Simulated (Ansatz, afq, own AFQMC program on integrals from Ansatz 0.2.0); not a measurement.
**Where AFQMC and coupled cluster stand for SiH₄O, singlet**

```
atom    x (Å)    y (Å)    z (Å)
  Si   0.0000  -0.0248   0.5600
   O   0.0000   0.0966  -1.0834
   H   1.2036  -0.7463   1.0578
   H   0.0000   1.3651   1.0700
   H  -1.2036  -0.7463   1.0578
   H   0.0000  -0.7148  -1.5919
```

Connectivity, by distances: SiH3–OH.

Basis 6-31G. Noble-gas cores (and the filled d shells of Ga–Kr and In–Xe) are frozen. Ansatz 0.2.0 and our own AFQMC program on the same integrals; the CISD trial comes from CCSD amplitudes, and released means the phaseless constraint is let go. ± is one standard error of the sampling.

Determinant: RHF, the one that the program's search chose, which needn't be the lowest solution. The geometry is a point of a scan.

No full CI on the walks' own integrals is used here. The released AFQMC energy serves as the reference, which it does only where one determinant dominates, the energy is flat over the last release times and near the phaseless one (40 meV or 2 meV an electron, half that with transition metals). On small molecules, where full CI could be run and the noise was under 10 meV, such values lay within 10 meV of it in 19 cases of 20, a flattering rate, since the rule was set on those same cases; what remains of the bias isn't in the error bar.

Cautions: the released value is read at 2.40 1/Eh (meV from the phaseless value at times in 1/Eh: 1 ± 6 at 0.24, -6 ± 5 at 0.51, -22 ± 5 at 0.99, -22 ± 7 at 1.62, -21 ± 9 at 2.40).

- T1 diagnostic: 0.0107
- weight of the determinant in the CISD state: 0.916
- size of the correlated space: 14 electrons in 24 orbitals

Reference: AFQMC with the constraint released, correlation energy -5.519 ± 0.009 eV.

| level | E − E(reference) (kJ/mol) | share of correlation (%) |
| --- | --- | --- |
| HF | 532.5 ± 0.9 | 0.00 |
| MP2 | 60.4 ± 0.9 | 88.66 |
| CCSD | 9.5 ± 0.9 | 98.21 |
| CCSD(T) | 2.6 ± 0.9 | 99.51 |
| ph-AFQMC/HF | 0.5 ± 3.1 | 99.90 |
| ph-AFQMC/CISD | 2.0 ± 1.2 | 99.63 |

A walk keeps the symmetry of its determinant, which the program's search chose and which needn't be the lowest solution, so a lower state of the same spin and another symmetry isn't excluded. Released energies are given only where the last usable release times agree within the noise; a slower fall can still hide under it.
